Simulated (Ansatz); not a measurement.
## Ansatz (development build ahead of 0.2.0) run

```yaml
crystal:
  periodic: [false, false, false]
  atoms:
    - { symbol: C, position_ang: [-0.042, 0.5155, -0.5569] }
    - { symbol: C, position_ang: [0.042, -0.5155, 0.5569] }
    - { symbol: O, position_ang: [-1.0922, 0.9647, -0.9227] }
    - { symbol: O, position_ang: [1.0922, -0.9647, 0.9227] }
    - { symbol: H, position_ang: [0.9476, 0.8063, -0.9905] }
    - { symbol: H, position_ang: [-0.9476, -0.8063, 0.9905] }
basis:
  gaussian: { orbitals: def2-SVP }
magnetization:
  spin_polarized: true
  initial_magnetization: 2
hamiltonian:
  xc: hf
correlation:
  method: mp2
  frozen_orbitals: { C: 1, H: 0, O: 1 }
output:
  forces: true
```

The input is written out in the form of the current development build from the run's settings.

The run gave:

```yaml
Converged: yes
Reference_energy: -226.33495 hartree
Correlation_energy: -0.55746 hartree
Total_energy: -226.89241 hartree
Spin_squared_of_the_determinant: 2.100
Stability_test: minimum
```

Forces (eV/Å):
```tsv
atom	Fx	Fy	Fz
C1	3.899	-2.378	2.132
C2	0.907	0.098	-0.214
O3	-3.727	1.900	-1.631
O4	-0.626	0.236	-0.184
H5	-0.540	-0.056	0.125
H6	0.087	0.200	-0.228
```

Caution: another spin multiplicity may lie lower; the unrestricted determinant is spin contaminated; MP2 forces lie far from those of the mean fields; the determinant breaks the point group.
